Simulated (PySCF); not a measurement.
ethane (C₂H₆), SMILES CC.

Geometry optimised at r2SCAN-D4/def2-TZVP.

Method: PBE/def2-TZVPD run with PySCF.

Symmetry labels are those of the subgroup C2h that the program uses (full group D3d).

### Question
List the valence orbital energies around the gap with their symmetry. (The exact figures need the calculation; the answer reports its results.)

### Answer

| orbital | symmetry | energy (eV) |
|---|---|---|
| HOMO−7 | Bu | -268.52 |
| HOMO−6 | Ag | -18.56 |
| HOMO−5 | Bu | -15.03 |
| HOMO−4 | Au | -10.53 |
| HOMO−3 | Bu | -10.53 |
| HOMO−2 | Ag | -8.90 |
| HOMO−1 | Bg | -8.13 |
| HOMO | Ag | -8.13 |
| LUMO | Ag | -0.07 |
| LUMO+1 | Bu | 0.65 |
| LUMO+2 | Bu | 1.57 |
| LUMO+3 | Au | 1.57 |
